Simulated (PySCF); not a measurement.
Work out the structure from these simulated measurements.

Formula: H6OSi2.

* UV, strongest line: among the 10 lowest singlet transitions: S5 at 7.80 eV (159 nm, f = 0.353) [TDDFT CAM-B3LYP/def2-SVPD]
* UV, first state: lowest singlet excitation: 6.16 eV (201 nm, f = 0.009) [TDDFT CAM-B3LYP/def2-SVPD]
* Rotational structure: rotational constants A, B, C: 15.158, 3.297, 2.908 GHz [PBE0-D3(BJ)/def2-SVP]
* Polarisability: 63.5 au [CAM-B3LYP/def2-SVPD]
* XPS: Si2p3/2 106.6, Si2p3/2 107.3, O1s 538.6, Si1s 1846.3, Si1s 1847.1 eV [ΔSCF SCAN, pcX-2 on the ionised atom, pcseg-1 elsewhere, spin-free X2C, 2p3/2 from a spin–orbit splitting computed afterwards within the 2p shell]
* NMR, other nuclei: isotropic shieldings of nuclei other than C and H, by class: 314 (1 O), 344 (1 Si), 442 (1 Si) ppm [GIAO PBE/pcSseg-2]
* Valence photoelectron: vertical ionisation energy: 10.12 eV [ΔSCF CAM-B3LYP/def2-SVPD]
* Triplet: lowest triplet excitation (Tamm–Dancoff): 5.56 eV [TDA CAM-B3LYP/def2-SVPD]

Gas-phase values; electronic properties from PySCF, density fitting. Levels stand in brackets. Isolated species at its PBE0-D3(BJ)/def2-SVP geometry (one conformer only). NMR values are class means; diastereotopic atoms form classes of their own.

Question: What is the compound? Reason from the data.

Answer: Numbering: `[OH:1][SiH2:2][SiH3:3]`. Its formula, H6OSi2, gives 0 degrees of unsaturation, so no ring and no π bond. The other shieldings belong to: 314 ppm, silanol oxygen [O1]; 344 ppm, oxygen-bound silicon [Si2]; 442 ppm, SiH3 silicon [Si3]. The core levels belong to: Si2p3/2 106.6 eV, SiH3 silicon [Si3]; Si2p3/2 107.3 eV, oxygen-bound silicon [Si2]; O1s 538.6 eV, silanol oxygen [O1]; Si1s 1846.3 eV, SiH3 silicon [Si3]; Si1s 1847.1 eV, oxygen-bound silicon [Si2]. The first electron is taken from the HOMO, whose largest Löwdin shares are 0.30 on the SiH3 silicon, 0.27 on the oxygen-bound silicon, 0.19 on the silanol oxygen and 0.07 on an Si–H hydrogen. By its constants the optimised geometry is an asymmetric top. Structure: disilanol (`O[SiH2][SiH3]`). Computed isomers that give other values at the same levels: `[SiH3]O[SiH3]` (rotational constant A: 34.976 GHz; this holds for the one conformer computed). The assignments are read from this structure; whether some other isomer fits the data as well wasn't checked.

Conformer computed: `[OH:1][SiH2:2][SiH3:3]`: H–O1–Si2–Si3 -58°.
